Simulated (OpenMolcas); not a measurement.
# SF2 (sulfur difluoride): levels of theory compared

We compute a comparison of 6 runs (HF/STO-3G, HF/3-21G, PBE0/def2-SVP, SVWN5/def2-SVP, B3LYP/6-31G*, B3LYP/def2-SVPD) of SF2 (sulfur difluoride). 

The calculation is run with OpenMolcas 26.06.

9 further runs of the same task are left out: 1 that didn't finish, 8 set aside as unsound or not needed.

**1. The system as given**

The species is SF2 (3 atoms), meant as a singlet with charge 0. SMILES: `FSF`. The shape is that of a GFN2-xTB optimisation.

Bond lengths: F1–S2 1.632 Å, S2–F3 1.632 Å. Angles: F1–S2–F3 97.2°.

**2. Energy and forces at HF/STO-3G (run 1)**

test.input reads:

```
&GATEWAY
 BasLib
 $CurrDir
 Coord
 3
 angstrom
 F        0.454740       1.131520       0.375070
 S       -0.626960       0.131720      -0.328340
 F        0.172220      -1.263230      -0.046730
 Basis
 STO-3G
 Group
 NoSym

&SEWARD

&SCF
 Thresholds
 1e-10 1e-07 1e-07 1e-05
 PrOrbitals
 1 2

&ALASKA
```

The basis set STO-3G is read from a file made from the Basis Set Exchange's data (not shown).

The run is started by

```console
export MOLCAS_MEM=1860
pymolcas test.input > test.log
```

The program printed:

```text
--- Start Module: gateway ---
[...]
--- Stop Module: gateway /rc=_RC_ALL_IS_WELL_ ---
[...]
      Basis functions           19
[...]
--- Start Module: scf ---
[...]
       Convergence after  11 Iterations
[...]
::    Total SCF energy                               -589.1739816574
[...]
      Total spin, S                                     0.0000000000
[...]
      Total electronic charge=   34.000000
      Total            charge=   -0.000000
[...]
      Dipole Moment (debye):
      Origin of the operator (angstrom)=   -0.1163    0.0244   -0.0609
                   X= -6.5677E-01               Y=  1.3786E-01               Z= -3.4397E-01           Total=  7.5410E-01
      Quadrupole Moment (debye*angstrom):
[...]
--- Stop Module: scf /rc=_RC_ALL_IS_WELL_ ---
--- Start Module: alaska ---
[...]
 *              Molecular gradients               *
 **************************************************
  Irreducible representation: a
 ------------------------------------------------------------------------------------------
                              X                       Y                       Z
 ------------------------------------------------------------------------------------------
  F1               -7.88040178401950E-03   -9.51076783959337E-05   -4.32233154311223E-03
  S2                1.54394139009604E-02   -3.36906418596028E-03    8.07165049362801E-03
  F3               -7.55901211692933E-03    3.46417186434778E-03   -3.74931895050601E-03
 ------------------------------------------------------------------------------------------
--- Stop Module: alaska /rc=_RC_ALL_IS_WELL_ ---
[...]
```

Wall time 1.6 s (1 thread of Arm Neoverse V2, shared host); peak memory 0.37 GiB.

**3. Energy and forces at HF/3-21G (run 2)**

coord.xyz reads:

```xyz
3

F      0.454740     1.131520     0.375070
S     -0.626960     0.131720    -0.328340
F      0.172220    -1.263230    -0.046730
```

test.input reads:

```
* F2S Hartree-Fock

&GATEWAY
 BasLib=$CurrDir
 Coord=coord.xyz
 Basis=3-21G
 Group=NoSym

&SEWARD

&SCF
 Thresholds=1e-10 1e-07 1e-07 1e-05
 PrOrbitals=0

&ALASKA
```

The basis set 3-21G is read from a file made from the Basis Set Exchange's data (not shown).

The run is started by

```console
export MOLCAS_MEM=1860
pymolcas test.input > test.log
```

The program printed:

```text
--- Start Module: gateway ---
[...]
--- Stop Module: gateway /rc=_RC_ALL_IS_WELL_ ---
[...]
      Basis functions           31
[...]
--- Start Module: scf ---
[...]
       Convergence after  12 Iterations
[...]
::    Total SCF energy                               -593.2834688890
[...]
      Total spin, S                                     0.0000000000
[...]
      Total electronic charge=   34.000000
      Total            charge=   -0.000000
[...]
      Dipole Moment (debye):
      Origin of the operator (angstrom)=   -0.1163    0.0244   -0.0609
                   X= -1.8488E+00               Y=  3.8808E-01               Z= -9.6824E-01           Total=  2.1227E+00
      Quadrupole Moment (debye*angstrom):
[...]
--- Stop Module: scf /rc=_RC_ALL_IS_WELL_ ---
--- Start Module: alaska ---
[...]
 *              Molecular gradients               *
 **************************************************
  Irreducible representation: a
 ------------------------------------------------------------------------------------------
                              X                       Y                       Z
 ------------------------------------------------------------------------------------------
  F1               -9.50123808373249E-03   -9.38479690523764E-03   -6.24576312562652E-03
  S2                1.64492915920142E-02   -3.55894779385268E-03    8.60301119969265E-03
  F3               -6.94805350827288E-03    1.29437446991041E-02   -2.35724807406790E-03
 ------------------------------------------------------------------------------------------
--- Stop Module: alaska /rc=_RC_ALL_IS_WELL_ ---
[...]
```

It took 1.7 s on 1 thread of Arm Neoverse V2, shared host; peak memory 0.37 GiB.

Runs 3 to 5 aren't shown in full; the table further down has their settings and results.

**4. Energy and forces at B3LYP/def2-SVPD (run 6)**

run.inp reads:

```
* F2S Kohn-Sham DFT
>>> EXPORT MOLCAS_PRINT=2

&gateway
  baslib
  $CurrDir
  basisset
  F.def2-SVPD....
  F1 0.454740 1.131520 0.375070 angstrom
  F3 0.172220 -1.263230 -0.046730 angstrom
  End of Basis
  basisset
  S.def2-SVPD....
  S2 -0.626960 0.131720 -0.328340 angstrom
  End of Basis

&seward
  gridinput
  Grid=UltraFine
  End of Grid

&scf
  ksdft
  B3LYP
  thresholds
  1e-10 1e-07 1e-07 1e-05
  prorbitals
  0

&alaska
```

The basis set def2-SVPD is read from a file made from the Basis Set Exchange's data (not shown).

The run is started by

```console
export MOLCAS_MEM=1860
pymolcas run.inp > run.log
```

The program printed:

```text
--- Start Module: gateway ---
[...]
--- Stop Module: gateway /rc=_RC_ALL_IS_WELL_ ---
[...]
      Basis functions           73
[...]
--- Start Module: scf ---
[...]
       Convergence after  13 Iterations
[...]
::    Total KS-DFT energy                            -597.5692954165
[...]
      Total spin, S                                     0.0000000000
[...]
      Total electronic charge=   34.000000
      Total            charge=   -0.000000
[...]
      Dipole Moment (debye):
      Origin of the operator (angstrom)=   -0.1163    0.0244   -0.0609
                   X= -1.2055E+00               Y=  2.5261E-01               Z= -6.3141E-01           Total=  1.3841E+00
      Quadrupole Moment (debye*angstrom):
[...]
--- Stop Module: scf /rc=_RC_ALL_IS_WELL_ ---
[...]
--- Start Module: alaska ---
[...]
 *              Molecular gradients               *
 **************************************************
  Irreducible representation: a
 ------------------------------------------------------------------------------------------
                              X                       Y                       Z
 ------------------------------------------------------------------------------------------
  F1               -2.83364166239863E-04   -2.90629580644186E-03   -4.79343261463150E-04
  F3                3.54545490893088E-04    2.96035823803820E-03    5.24322340577976E-04
  S2               -7.11813246390136E-05   -5.40624315994442E-05   -4.49790791012816E-05
 ------------------------------------------------------------------------------------------
--- Stop Module: alaska /rc=_RC_ALL_IS_WELL_ ---
[...]
```

Run time: 11 s. Hardware: 1 thread of Arm Neoverse V2, shared host; peak memory 0.42 GiB.

**5. Overview of the runs**

```csv
run,level,integration grid,Cartesian functions,energy (Eh),dipole moment (D),HOMO energy (eV),LUMO energy (eV),wall time
1,HF/STO-3G,–,no,-589.173982,0.75,-7.46,9.77,1.6 s
2,HF/3-21G,–,no,-593.283469,2.12,-11.14,2.87,1.7 s
3,PBE0/def2-SVP,UltraFine,no,-597.192548,1.59,-7.33,-1.80,5.4 s
4,SVWN5/def2-SVP,UltraFine,no,-594.903428,1.38,-5.74,-3.04,4.2 s
5,B3LYP/6-31G* (Cartesian functions),UltraFine,yes,-597.797762,1.39,-6.85,-1.98,6.6 s
6,B3LYP/def2-SVPD,UltraFine,no,-597.569295,1.38,-7.44,-2.63,11 s
```

**6. Results**

```
                       quantity          value
            run 6: total energy  -597.56930 Eh
           run 6: dipole moment         1.38 D
             run 6: HOMO energy       -7.44 eV
             run 6: LUMO energy       -2.63 eV
           run 6: HOMO–LUMO gap        4.81 eV
run 6: largest force on an atom     0.156 eV/Å
```

**Reading.** The dipole moment (its size) runs from 0.75 D (HF/STO-3G) to 2.12 D (HF/3-21G). The HOMO–LUMO gap runs from 2.70 eV (SVWN5/def2-SVP) to 17.23 eV (HF/STO-3G). The two ends differ in method and basis. Totals of different functionals can't be ranked against each other. In run 1 the basis is minimal, so the values are rough. All runs together took 31 s, the longest 11 s.
